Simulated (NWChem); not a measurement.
# doublet [BNH4]+ at 5 levels

Wanted: a comparison of 5 runs (UB3LYP/def2-TZVPP, UBHLYP/def2-TZVPP, UCAM-B3LYP/def2-TZVPP, UM06-2X/def2-TZVPP, UPBE0/def2-TZVPP) of doublet [BNH4]+. 

The results are computed with NWChem 7.3.0.

## Step 1: The system as given

[BNH4]+ has 6 atoms, charge +1, and is taken as a doublet. As SMILES of the parent species, `BN`. The coordinates come from a PBE0-D4/def2-TZVP relaxation. That shape belongs to the parent species and isn't relaxed for this state.

Bond lengths: B1–N2 1.385 Å, B1–H3 1.197 Å, B1–H4 1.197 Å, N2–H5 1.006 Å, N2–H6 1.006 Å. Angles: B1–N2–H5 123.2°, B1–N2–H6 123.2°, N2–B1–H3 119.0°, N2–B1–H4 119.0°, H5–N2–H6 113.5°, H3–B1–H4 122.0°.

## Step 2: The energy at UB3LYP/def2-TZVPP (run 1)

The input, a.nw:

```
start a
title "BH4N B3LYP"
memory total 2200 mb
charge 1

geometry units angstrom noautosym nocenter noautoz
   B       -0.128200      -0.679600      -0.025600
   N        0.146100       0.677400       0.010800
   H        0.225800      -1.368000       0.887500
   H       -0.712000      -1.128700      -0.969200
   H       -0.121600       1.313700      -0.720800
   H        0.632000       1.121400       0.771300
end

basis spherical bse
   B library def2-TZVPP
   N library def2-TZVPP
   H library def2-TZVPP
end

dft
   xc b3lyp
   mult 2
   grid fine
   convergence energy 1e-08
   maxiter 100
   mulliken
end

task dft energy
```

Launch:

```sh
$ nwchem a.nw > a.out
```

Standard output:

```text
[...]
          Wavefunction type:  spin polarized.
          No. of atoms     :     6
          No. of electrons :    15
[...]
          Charge           :     1
          Spin multiplicity:     2
[...]
          AO basis - number of functions:   118
[...]
              XC Information
              --------------
                         B3LYP Method XC Potential
                     Hartree-Fock (Exact) Exchange  0.200
                        Slater Exchange Functional  0.800 local
                    Becke 1988 Exchange Functional  0.720 non-local
              Lee-Yang-Parr Correlation Functional  0.810
                  VWN I RPA Correlation Functional  0.190 local
[...]
 d= 0,ls=0.0,diis     1    -81.4037014934 -1.14D+02  5.49D-03  6.34D-01     3.9
[...]
 d= 0,ls=0.5,diis    28    -81.6483460698 -8.47D-09  1.02D-07  1.59D-08    82.7
[...]
         Total DFT energy =      -81.648346078012
      One electron energy =     -168.724145934576
           Coulomb energy =       66.911206056636
    Exchange-Corr. energy =      -12.151501588753
 Nuclear repulsion energy =       32.316095388681
[...]
      Total Density - Mulliken Population Analysis
     ---------------------------------------------
    Atom       Charge   Shell Charges
 -----------   ------   -------------------------------------------------------
    1 B    5     4.86   0.92  1.05  0.58  0.49  0.02  0.98  0.65  0.06  0.05  0.06  0.02
    2 N    7     7.08   0.82  1.15  0.56  0.71  0.14  1.61  1.51  0.57  0.00  0.01  0.00
    3 H    1     0.77   0.23  0.43  0.10  0.00  0.01  0.00
    4 H    1     0.77   0.23  0.43  0.10  0.00  0.01  0.00
    5 H    1     0.76   0.26  0.40  0.04  0.02  0.04  0.00
    6 H    1     0.76   0.26  0.40  0.04  0.02  0.04  0.00
[...]
      <S2> =      0.7568 (Exact =     0.7500)
[...]
```

It took 87 s on 1 thread of AMD EPYC 7R43 (Zen 3), shared host; peak memory 0.12 GiB.

## Step 3: A single-point energy at UBHLYP/def2-TZVPP (run 2)

The input, mymol.nw:

```
START mymol
TITLE "BH4N energy"
memory total 2200 mb
charge 1
GEOMETRY noautosym nocenter noautoz
 B     -0.128200    -0.679600    -0.025600
 N      0.146100     0.677400     0.010800
 H      0.225800    -1.368000     0.887500
 H     -0.712000    -1.128700    -0.969200
 H     -0.121600     1.313700    -0.720800
 H      0.632000     1.121400     0.771300
END
BASIS spherical bse
 * library def2-TZVPP
END
DFT
 xc bhlyp
 mult 2
 grid fine
 convergence energy 1e-08
 maxiter 100
 mulliken
 noprint "final vectors analysis"
END
TASK dft energy
```

Launch:

```sh
$ nwchem mymol.nw > mymol.out
```

Standard output:

```text
[...]
          Wavefunction type:  spin polarized.
          No. of atoms     :     6
          No. of electrons :    15
[...]
          Charge           :     1
          Spin multiplicity:     2
[...]
          AO basis - number of functions:   118
[...]
              XC Information
              --------------
                        BHLYP Method XC Functional
                     Hartree-Fock (Exact) Exchange  0.500
                        Slater Exchange Functional  0.500 local
                    Becke 1988 Exchange Functional  0.500 non-local
              Lee-Yang-Parr Correlation Functional  1.000
[...]
 d= 0,ls=0.0,diis     1    -81.3492179963 -1.14D+02  4.39D-03  6.23D-01     4.9
[...]
 d= 0,ls=0.0,diis    16    -81.5883073986  7.53D-10  6.83D-09  6.80D-13    48.4
[...]
         Total DFT energy =      -81.588307398632
      One electron energy =     -168.715710505247
           Coulomb energy =       66.912130369903
    Exchange-Corr. energy =      -12.100822651969
 Nuclear repulsion energy =       32.316095388681
[...]
      Total Density - Mulliken Population Analysis
     ---------------------------------------------
    Atom       Charge   Shell Charges
 -----------   ------   -------------------------------------------------------
    1 B    5     4.81   0.92  1.06  0.57  0.49  0.01  0.94  0.65  0.05  0.05  0.07  0.02
    2 N    7     7.15   0.82  1.16  0.55  0.73  0.14  1.58  1.58  0.58  0.00  0.01  0.00
    3 H    1     0.77   0.22  0.43  0.09  0.00  0.02  0.00
    4 H    1     0.77   0.22  0.43  0.09  0.00  0.02  0.00
    5 H    1     0.75   0.25  0.40  0.04  0.02  0.04  0.01
    6 H    1     0.75   0.25  0.40  0.04  0.02  0.04  0.01
[...]
      <S2> =      0.7627 (Exact =     0.7500)
[...]
```

It took 50 s on 1 thread of AMD EPYC 7R43 (Zen 3), shared host; peak memory 0.11 GiB.

Run 3 isn't shown in full; the table further down has it.

## Step 4: A single-point energy at UM06-2X/def2-TZVPP (run 4)

The input, mol.nw:

```
start mol
title "BH4N M06-2X"
memory total 2200 mb
charge 1
geometry units angstrom noautosym nocenter noautoz
 B     -0.128200    -0.679600    -0.025600
 N      0.146100     0.677400     0.010800
 H      0.225800    -1.368000     0.887500
 H     -0.712000    -1.128700    -0.969200
 H     -0.121600     1.313700    -0.720800
 H      0.632000     1.121400     0.771300
end
basis spherical bse
 * library def2-TZVPP
end
dft
 xc m06-2x
 mult 2
 grid fine
 convergence energy 1e-08
 maxiter 100
 mulliken
end
task dft energy
```

Launch:

```sh
$ nwchem mol.nw > mol.out
```

Standard output:

```text
[...]
          Wavefunction type:  spin polarized.
          No. of atoms     :     6
          No. of electrons :    15
[...]
          Charge           :     1
          Spin multiplicity:     2
[...]
          AO basis - number of functions:   118
[...]
              XC Information
              --------------
                       M06-2X Method XC Functional
                     Hartree-Fock (Exact) Exchange  0.540
                        M06-2X Exchange Functional  1.000
                      M06-2X Correlation Potential  1.000
[...]
 d= 0,ls=0.0,diis     1    -81.3488867183 -1.14D+02  4.51D-03  6.31D-01     3.3
[...]
 d= 0,ls=0.0,diis    15    -81.5918772111  7.93D-09  2.37D-08  6.36D-12    51.0
[...]
         Total DFT energy =      -81.591877211097
      One electron energy =     -168.676484002345
           Coulomb energy =       66.859982352264
    Exchange-Corr. energy =      -12.091470949697
 Nuclear repulsion energy =       32.316095388681
[...]
      Total Density - Mulliken Population Analysis
     ---------------------------------------------
    Atom       Charge   Shell Charges
 -----------   ------   -------------------------------------------------------
    1 B    5     4.82   0.92  1.05  0.57  0.47  0.01  0.94  0.68  0.05  0.04  0.07  0.01
    2 N    7     7.15   0.82  1.16  0.55  0.72  0.15  1.58  1.58  0.58  0.00  0.00  0.00
    3 H    1     0.77   0.22  0.43  0.10  0.00  0.01  0.00
    4 H    1     0.77   0.22  0.43  0.10  0.00  0.01  0.00
    5 H    1     0.75   0.26  0.40  0.03  0.02  0.04  0.00
    6 H    1     0.75   0.26  0.40  0.03  0.02  0.04  0.00
[...]
      <S2> =      0.7566 (Exact =     0.7500)
[...]
```

Run time: 52 s. Hardware: 1 thread of AMD EPYC 7R43 (Zen 3), shared host; peak memory 0.12 GiB.

## Step 5: A single-point energy at UPBE0/def2-TZVPP (run 5)

The input, run.py:

```python
from ase import Atoms
from ase.calculators.nwchem import NWChem

atoms = Atoms('BNHHHH', positions=[
    [-0.128200, -0.679600, -0.025600],
    [0.146100, 0.677400, 0.010800],
    [0.225800, -1.368000, 0.887500],
    [-0.712000, -1.128700, -0.969200],
    [-0.121600, 1.313700, -0.720800],
    [0.632000, 1.121400, 0.771300],
])

calc = NWChem(
    label='job',
    theory='dft',
    memory='2200 mb',
    basis='def2-TZVPP',
    basispar='spherical bse',
    charge=1,
    dft={'xc': 'pbe0', 'mult': '2', 'grid': 'fine', 'convergence': 'energy 1e-08', 'iterations': '100', 'mulliken': None},
    task='energy',
)
atoms.calc = calc

print(f"energy = {atoms.get_potential_energy():.6f} eV")
```

Launch:

```sh
$ export ASE_NWCHEM_COMMAND="nwchem PREFIX.nwi > PREFIX.nwo"
$ python run.py
```

Standard output:

```text
energy = -2218.614252 eV
```

The calculator wrote job.nwi:

```
title "job"

permanent_dir job

scratch_dir job

start job

geometry units angstrom nocenter noautosym noautoz
  B  -1.2820000000000001e-01 -6.7959999999999998e-01 -2.5600000000000001e-02
  N  1.4610000000000001e-01 6.7740000000000000e-01 1.0800000000000001e-02
  H  2.2580000000000000e-01 -1.3680000000000001e+00 8.8749999999999996e-01
  H  -7.1199999999999997e-01 -1.1287000000000000e+00 -9.6919999999999995e-01
  H  -1.2160000000000000e-01 1.3137000000000001e+00 -7.2080000000000000e-01
  H  6.3200000000000001e-01 1.1214000000000000e+00 7.7129999999999999e-01
end

charge 1

memory 2200 mb

basis spherical bse noprint
   * library def2-TZVPP
end

dft
  xc pbe0
  mult 2
  grid fine
  convergence energy 1e-08
  iterations 100
  mulliken
end

task dft energy
```

job.nwo:

```text
Northwest Computational Chemistry Package (NWChem) 7.3.0
             --------------------------------------------------------

           Job information
           ---------------

    nwchem branch   = 7.3.0
    use scalapack   = T
    input           = job.nwi
    prefix          = job.
    data base       = job/job.db
    status          = startup
    nproc           =        1

           Memory information
           ------------------

[... 5 lines left out ...]
    hardfail = no
[... 39 lines left out ...]
            Nuclear Dipole moment (a.u.)
[... 79 lines left out ...]
          Convergence on density requested:  1.00D-05
[... 26 lines left out ...]
          Convergence aids based upon iterative change in
[... 31 lines left out ...]
 2-e energy   =      50.214093
[... 56 lines left out ...]
           Coulomb energy =       66.895584904368
[... 839 lines left out ...]
                     DFT Final Beta Molecular Orbital Analysis
[... 952 lines left out ...]
     Multipole analysis of the density
     ---------------------------------

     L   x y z        total         alpha         beta         nuclear
     -   - - -        -----         -----         ----         -------
     0   0 0 0      1.000000     -8.000000     -7.000000     16.000000

     1   1 0 0     -0.053625     -0.249329     -0.571336      0.767040
[... 8 lines of this table left out ...]
     2   0 0 2     -5.664796     -9.488188     -6.338265     10.161658

 Task  times  cpu:       45.0s     wall:       45.0s
 Total times  cpu:       45.0s     wall:       45.0s
```

Run time: 47 s. Hardware: 1 thread of AMD EPYC 7R43 (Zen 3), shared host; peak memory 0.12 GiB.

## Step 6: Overview of the runs

```tsv
run	level	energy (Eh)	HOMO energy (eV)	LUMO energy (eV)	⟨S²⟩	wall time
1	UB3LYP/def2-TZVPP	-81.648346	-15.72	-14.91	0.757	87 s
2	UBHLYP/def2-TZVPP	-81.588307	–	–	0.763	50 s
3	UCAM-B3LYP/def2-TZVPP	-81.591220	-17.40	-13.38	0.759	3 min
4	UM06-2X/def2-TZVPP	-81.591877	-17.32	-13.66	0.757	52 s
5	UPBE0/def2-TZVPP	-81.532571	-15.97	-14.53	0.758	47 s
```

## Step 7: Summary of results

| quantity | value |
| --- | --- |
| run 5: total energy | -81.53257 Eh |
| run 5: HOMO energy (highest over α and β) | -15.97 eV |
| run 5: LUMO energy (lowest over α and β) | -14.53 eV |
| run 5: ⟨S²⟩ | 0.758 |

In words: Totals of different functionals can't be ranked against each other. All runs together took 6.9 min, the longest 3 min.
